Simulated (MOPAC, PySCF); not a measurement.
C2H6O, SMILES `CCO` (C–C–O–H torsion 180°), neutral singlet in the gas phase. 

Cartesian coordinates (Å):
SMILES: OCC
```xyz
9

C     -0.9975    -0.2131    -0.0118
C      0.3988     0.3693     0.0162
O      1.3302    -0.7128    -0.0248
H     -1.1509    -0.7962    -0.9210
H     -1.1564    -0.8680     0.8463
H     -1.7420     0.5847     0.0183
H      0.5432     0.9625     0.9273
H      0.5487     1.0344    -0.8428
H      2.2260    -0.3610    -0.0077
```
Charge 0, multiplicity 1.

All levels are single points at this geometry (B3LYP-D3(BJ)/def2-TZVPD); Pople sets use spherical d functions. Orbital energies aren't observables, and empty levels follow the basis.

```csv
level,HOMO (eV),LUMO (eV),gap (eV),dipole (D),"vertical IE, Delta-SCF (eV)"
B3LYP-D3(BJ)/def2-TZVPD in PySCF,-7.64,-0.06,7.58,1.58,–
B3LYP/3-21G in PySCF,-6.56,2.81,9.37,1.65,–
B3LYP/6-31G* in PySCF,-7.08,2.17,9.25,1.55,10.26
BP86/6-31G* in PySCF,-5.68,1.55,7.23,1.49,–
M06-2X/6-31G* in PySCF,-9.11,3.46,12.58,1.62,–
SVWN5/6-31G* in PySCF,-5.61,1.38,6.99,1.53,9.98
HF/3-21G in PySCF,-11.57,7.10,18.67,1.94,–
HF/6-31G* in PySCF,-11.87,6.15,18.01,1.78,9.40
HF/STO-3G in PySCF,-9.50,15.21,24.70,1.40,–
AM1 in MOPAC,-10.93,3.46,14.39,1.56,–
PM3 in MOPAC,-10.95,3.24,14.19,1.46,–
PM6 in MOPAC,-10.39,2.81,13.21,1.97,–
PM7 in MOPAC,-10.55,2.91,13.47,1.91,–
```
